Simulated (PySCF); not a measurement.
# N₂: magnetic properties

Wanted: magnetic properties for N₂ (`N#N`).

Computed with PySCF 2.14.0 and routines of our own; the level stands in each step. Atoms count from 0.

## (1) The system as given

2 atoms, charge 0, multiplicity 1; geometry from: GFN2-xTB.

## (2) Geometry optimisation at PBE0-D3(BJ)/def2-SVP

Job settings and geometry (Å):

```
{"job": {"xc": "PBE0", "basis": "def2-SVP", "d3": "d3bj", "grid": 1, "kind": "geom"}, "charge": 0, "multiplicity": 1}
N      0.550487    -0.002118    -0.003770
N     -0.547730     0.003387    -0.010379
```

Run with:

```bash
$ OMP_NUM_THREADS=1 python excited_run.py task.json out
```

The driver reads the jobs from task.json and runs them one after another.

Standard output:

```text
step   0  E = -109.31546659  max force = 0.001573
step   1  E = -109.31546989  max force = 0.000099
optimisation converged
```

It took 0.71 s on 1 thread of Intel Xeon Platinum 8488C, shared host.

The steps of the relaxation:

```tsv
step	energy from step 0 (eV)	largest force component (eV/Å)
0	0.0000	0.0809
1	-0.0001	0.0051
```

The bond:

```tsv
bond	before (Å)	after (Å)	change (Å)
N0–N1	1.098	1.098	-0.001
```

The next job starts from the end point, and lists it.

```tsv
at the end point	value
point group (found at 0.08 Å tolerance)	D∞h
rotational constants (GHz, main isotopes)	59.901, 59.901
dipole moment (D)	0.00
```

## (3) Magnetic properties: GIAO B3LYP/aug-pcSseg-1

Job settings and geometry (Å):

```
{"job": {"kind": "mag", "xc": "B3LYP", "basis": "aug-pcSseg-1", "isotopologues": 4}, "charge": 0, "multiplicity": 1}
N      0.232283    -0.196597     0.449819
N     -0.230844     0.197764    -0.463963
```

Method: GIAO B3LYP/aug-pcSseg-1 magnetisability, rotational g tensor and spin-rotation constants, non-relativistic, gas phase.

Standard output:

```text
coarse grid: 2128 points
cycle   1  E = -109.5093437454  dE =  1.368e-01  |g| = 8.651e-02  |ddm| = 1.501e+00
cycle   2  E = -109.5104690445  dE = -1.125e-03  |g| = 5.431e-02  |ddm| = 1.094e-01
cycle   3  E = -109.5110891491  dE = -6.201e-04  |g| = 4.489e-03  |ddm| = 4.773e-02
cycle   4  E = -109.5110934882  dE = -4.339e-06  |g| = 8.906e-04  |ddm| = 8.537e-03
final grid: 21984 points
cycle   5  E = -109.5232477155  dE = -2.321e-06  |g| = 1.540e-03  |ddm| = 7.308e-03
cycle   6  E = -109.5232479637  dE = -2.482e-07  |g| = 1.104e-03  |ddm| = 2.575e-03
cycle   7  E = -109.5232482311  dE = -2.674e-07  |g| = 3.163e-05  |ddm| = 9.414e-04
cycle   8  E = -109.5232482313  dE = -1.556e-10  |g| = 1.027e-06  |ddm| = 3.472e-05
converged SCF energy = -109.5232482313

Magnetisability tensor (1e-30 J/T^2)
     -180.85       23.08      -53.49
       23.08     -173.40       45.55
      -53.49       45.55     -259.28
isotropic -204.51   principal values    -306.05   -153.74   -153.74
isotropic susceptibility -12.316 1e-6 cm^3/mol

Inertial axes            a          b          c
rot. const./GHz           -    59.9011    59.9011
chi total           -18.431     -9.258     -9.258
chi diamagnetic     -18.431    -37.556    -37.556
chi paramagnetic      0.000     28.297     28.297
quadrupole/D A       -1.395      0.698      0.698
g nuclear                 -     0.5035     0.5035
g electronic              -    -0.7963    -0.7963
g total                   -    -0.2928    -0.2928

Spin-rotation constants (kHz, H = +C I.J)
atom  isotope        aa         bb         cc
  0    14N            -     16.415     16.415
  1    14N            -     16.415     16.415

Isotopologues: g along a, b, c
15N   at 0                       -    -0.2831    -0.2831
```

It took 0.69 s on 1 thread of Intel Xeon Platinum 8488C, shared host.

From this job:

```tsv
quantity	value
magnetisability	-205·10⁻³⁰ J/T²
molar susceptibility	-12.3·10⁻⁶ cm³/mol
rotational g (a, b, c)	–, -0.2928, -0.2928
```

## (4) Magnetic properties: GIAO B97-2/cc-pCVDZ

Job settings and geometry (Å):

```
{"job": {"kind": "mag", "xc": "B97-2", "basis": "cc-pCVDZ"}, "charge": 0, "multiplicity": 1}
N      0.232283    -0.196597     0.449819
N     -0.230844     0.197764    -0.463963
```

Method: GIAO B97-2/cc-pCVDZ magnetisability, rotational g tensor and spin-rotation constants, non-relativistic, gas phase.

Standard output:

```text
coarse grid: 2128 points
cycle   1  E = -109.4943514853  dE =  1.408e-01  |g| = 8.702e-02  |ddm| = 2.998e+00
cycle   2  E = -109.4951810709  dE = -8.296e-04  |g| = 3.272e-02  |ddm| = 1.332e-01
cycle   3  E = -109.4953812048  dE = -2.001e-04  |g| = 5.682e-03  |ddm| = 6.029e-02
cycle   4  E = -109.4953882161  dE = -7.011e-06  |g| = 6.644e-04  |ddm| = 1.221e-02
final grid: 21984 points
cycle   5  E = -109.4992864892  dE = -8.573e-06  |g| = 4.746e-04  |ddm| = 1.253e-02
cycle   6  E = -109.4992865138  dE = -2.468e-08  |g| = 1.054e-04  |ddm| = 8.993e-04
cycle   7  E = -109.4992865153  dE = -1.502e-09  |g| = 1.786e-05  |ddm| = 1.085e-04
cycle   8  E = -109.4992865154  dE = -5.343e-11  |g| = 4.235e-06  |ddm| = 2.763e-05
converged SCF energy = -109.4992865154

Magnetisability tensor (1e-30 J/T^2)
     -159.86       24.07      -55.78
       24.07     -152.09       47.50
      -55.78       47.50     -241.64
isotropic -184.53   principal values    -290.41   -131.59   -131.59
isotropic susceptibility -11.113 1e-6 cm^3/mol

Inertial axes            a          b          c
rot. const./GHz           -    59.9011    59.9011
chi total           -17.489     -7.924     -7.924
chi diamagnetic     -17.489    -36.808    -36.808
chi paramagnetic      0.000     28.883     28.883
quadrupole/D A       -1.614      0.807      0.807
g nuclear                 -     0.5035     0.5035
g electronic              -    -0.8128    -0.8128
g total                   -    -0.3093    -0.3093

Spin-rotation constants (kHz, H = +C I.J)
atom  isotope        aa         bb         cc
  0    14N            -     15.633     15.633
  1    14N            -     15.633     15.633
```

Wall time 0.49 s (1 thread of Intel Xeon Platinum 8488C, shared host).

From this job:

```tsv
quantity	value
magnetisability	-185·10⁻³⁰ J/T²
molar susceptibility	-11.1·10⁻⁶ cm³/mol
rotational g (a, b, c)	–, -0.3093, -0.3093
```

## (5) Magnetic properties: GIAO mPW1PW91/pcseg-1, grid 4

Job settings and geometry (Å):

```
{"job": {"kind": "mag", "xc": "mPW1PW91", "basis": "pcseg-1", "grid": 4, "scf": {"conv": 1e-08}}, "charge": 0, "multiplicity": 1}
N      0.232283    -0.196597     0.449819
N     -0.230844     0.197764    -0.463963
```

Level: GIAO mPW1PW91/pcseg-1 magnetisability, rotational g tensor and spin-rotation constants, non-relativistic, gas phase.

Standard output:

```text
final grid: 55752 points
cycle   1  E = -109.4691577044  dE =  1.380e-01  |g| = 1.075e-01  |ddm| = 1.794e+00
cycle   2  E = -109.4710051799  dE = -1.847e-03  |g| = 5.947e-02  |ddm| = 1.469e-01
cycle   3  E = -109.4718624284  dE = -8.572e-04  |g| = 2.959e-03  |ddm| = 5.218e-02
cycle   4  E = -109.4718648615  dE = -2.433e-06  |g| = 4.413e-04  |ddm| = 3.561e-03
cycle   5  E = -109.4718649021  dE = -4.060e-08  |g| = 1.696e-05  |ddm| = 4.793e-04
cycle   6  E = -109.4718649022  dE = -1.212e-10  |g| = 5.794e-07  |ddm| = 3.645e-05
converged SCF energy = -109.4718649022

Magnetisability tensor (1e-30 J/T^2)
     -169.45       23.97      -55.53
       23.97     -161.71       47.29
      -55.53       47.29     -250.87
isotropic -194.01   principal values    -299.42   -141.31   -141.31
isotropic susceptibility -11.684 1e-6 cm^3/mol

Inertial axes            a          b          c
rot. const./GHz           -    59.9011    59.9011
chi total           -18.032     -8.510     -8.510
chi diamagnetic     -18.032    -37.362    -37.362
chi paramagnetic      0.000     28.852     28.852
quadrupole/D A       -1.627      0.814      0.814
g nuclear                 -     0.5035     0.5035
g electronic              -    -0.8119    -0.8119
g total                   -    -0.3084    -0.3084

Spin-rotation constants (kHz, H = +C I.J)
atom  isotope        aa         bb         cc
  0    14N            -     15.810     15.810
  1    14N            -     15.810     15.810
```

Wall time 0.84 s (1 thread of Intel Xeon Platinum 8488C, shared host).

In short:

```tsv
quantity	value
magnetisability	-194·10⁻³⁰ J/T²
molar susceptibility	-11.7·10⁻⁶ cm³/mol
rotational g (a, b, c)	–, -0.3084, -0.3084
```

## (6) Magnetic properties side by side

```tsv
level	ξ (10⁻³⁰ J/T²)	g(a)	g(b)	gap (eV)	functions	time
GIAO B3LYP/aug-pcSseg-1	-205	–	-0.2928	10.96	52	0.69 s
GIAO B97-2/cc-pCVDZ	-185	–	-0.3093	11.23	36	0.49 s
GIAO mPW1PW91/pcseg-1, grid 4	-194	–	-0.3084	11.67	28	0.84 s
```

## (7) Summary of results

| quantity | value |
| --- | --- |
| point group | D∞h |
| rotational constants (main isotopes) | 59.90, 59.90 GHz |
| magnetisability (step 3, GIAO B3LYP/aug-pcSseg-1) | -205·10⁻³⁰ J/T² |
| molar susceptibility (step 3, GIAO B3LYP/aug-pcSseg-1) | -12.3·10⁻⁶ cm³/mol |
| rotational g (a, b, c) (step 3, GIAO B3LYP/aug-pcSseg-1) | –, -0.2928, -0.2928 |
| magnetisability over the levels | -205 to -185·10⁻³⁰ J/T² |

**Reading.** With PBE0/def2-SVP, its start was all but relaxed already: 1 step gained 0.1 meV. The magnetisability spreads by 10.3 % over 3 levels, from GIAO B3LYP/aug-pcSseg-1 (0.69 s) to GIAO B97-2/cc-pCVDZ (0.49 s); the runs took 0.49 s to 0.84 s. Vibrational averaging and real surroundings are missing from these values.
